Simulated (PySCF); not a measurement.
# CF₂⁺ + 2 HCl → CCl₂⁺ + 2 HF

Level: PBE0 in the def2-TZVP basis family, all electrons, no relativity, computed in PySCF with density fitting; open shells unrestricted.

```json
{"species": "CF₂⁺", "state and structure": "doublet, C2v, C–F 1.214 Å (×2); F–C–F 124.6°", "ZPE (kJ/mol)": "22.6", "H(298 K) − H(0) (kJ/mol)": "10.3", "S° (J/(mol K))": "243.9"}
{"species": "HCl", "state and structure": "singlet, C∞v, H–Cl 1.279 Å", "ZPE (kJ/mol)": "17.9", "H(298 K) − H(0) (kJ/mol)": "8.7", "S° (J/(mol K))": "186.6"}
{"species": "CCl₂⁺", "state and structure": "doublet, C2v, C–Cl 1.582 Å (×2); Cl–C–Cl 135.8°", "ZPE (kJ/mol)": "14.3", "H(298 K) − H(0) (kJ/mol)": "11.1", "S° (J/(mol K))": "265.5"}
{"species": "HF", "state and structure": "singlet, C∞v, H–F 0.920 Å", "ZPE (kJ/mol)": "24.9", "H(298 K) − H(0) (kJ/mol)": "8.7", "S° (J/(mol K))": "173.6"}
```

Task: Is the gas-phase reaction uphill or downhill in electronic energy at this level, and by how much?

Result: At PBE0/def2-TZVP, ΔE = -136.4 kJ/mol, downhill. 

Task: Add zero-point, thermal and entropy terms for 298.15 K and 1 bar.

Result: ΔZPE = 5.7 and Δ[H(298) − H(0)] = 0.8 kJ/mol give ΔH° = -129.9 kJ/mol. ΔS° = -4.4 J/(mol K), so ΔG° = -129.9 − 298.15 × (-0.0044) = -129 kJ/mol and log₁₀K = 22.5.

The structures come from searches over a few start shapes, so lower isomers are not excluded.
